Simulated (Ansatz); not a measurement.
Geometry optimisation, Ansatz 0.2.0, RKS B3LYP/def2-mTZVP.

The input (input.yaml):

```yaml
crystal:
  periodic: [false, false, false]
  atoms:
    - { symbol: C, position_ang: [-0.69279, -0.25555, -1.24205] }
    - { symbol: C, position_ang: [0.36561, 0.35533, -0.59201] }
    - { symbol: C, position_ang: [-0.07765, -0.17085, 0.67434] }
    - { symbol: "N", position_ang: [-1.12293, -0.81875, 0.32221] }
    - { symbol: H, position_ang: [1.21251, 0.98314, -0.8823] }
    - { symbol: H, position_ang: [0.31524, -0.09332, 1.71979] }
total_charge: -1
basis:
  gaussian: { orbitals: def2-mTZVP }
hamiltonian:
  xc: b3lyp
relax:
  f_tol: 0.02
  max_steps: 50
```

Launched with:

```bash
$ ansatz run input.yaml --threads 2 --pin off --max-ram 3072MiB --backend cpu --events-out ev --progress --plain --runs-dir out
```

Question: Where does it end, and by what steps?

Answer: It converged. Limits of this set-up: an anion without diffuse functions, the dipole of an ion depends on the origin. After 5 steps the energy has fallen by 0.077 eV; C1 moved furthest, 0.08 Å.

| step | energy less start (eV) | largest force component (eV/Å) | accepted |
| --- | --- | --- | --- |
| 0 | 0.0000 | 1.091 | yes |
| 1 | -0.0458 | 0.491 | yes |
| 2 | -0.0709 | 0.188 | yes |
| 3 | -0.0736 | 0.248 | yes |
| 4 | -0.0761 | 0.121 | yes |
| 5 | -0.0765 | 0.009 | yes |

```xyz
6
Properties=species:S:1:pos:R:3
C -0.653 -0.215 -1.294
C 0.367 0.355 -0.592
C -0.092 -0.187 0.699
N -1.137 -0.840 0.368
H 1.201 0.981 -0.920
H 0.314 -0.094 1.739
```

Time of the run: 3.3 s on 2 threads of AMD EPYC 9B45 (Zen 5), on a shared host, peak memory 0.16 GiB.
